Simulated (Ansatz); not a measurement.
C (R-3m, No. 166, 2 atoms in the cell; start mp-169; another form than the element's usual one), treated with LDA (plane waves, PAW; Ansatz, a program for electronic structure).

Numerical settings: plane-wave cutoff 500 eV, 18×18×12 k mesh (along the axes of the cell as run), gaussian smearing 0.02 eV, scalar-relativistic PAW data made under PBE.

Cell (relaxed at this level):

```
CELL_PARAMETERS angstrom
      2.11737    -1.22248    -0.01063
      2.11737     1.22248    -0.01063
     -1.39520     0.00000     3.33090
ATOMIC_POSITIONS crystal
  C  0.83340 0.83340 0.00019
  C  0.16660 0.16660 0.99981
```

Q: Give the computed band gap.

A: 
band gap: 0.70 eV (on the SCF k mesh)

Note: the relaxation could not lower the start's symmetry, so the cell can be a saddle point above a distorted one.

The computed numbers hold no vibrational or temperature effects.

A start named mp-… is a Materials Project structure, which need not be a measured phase.
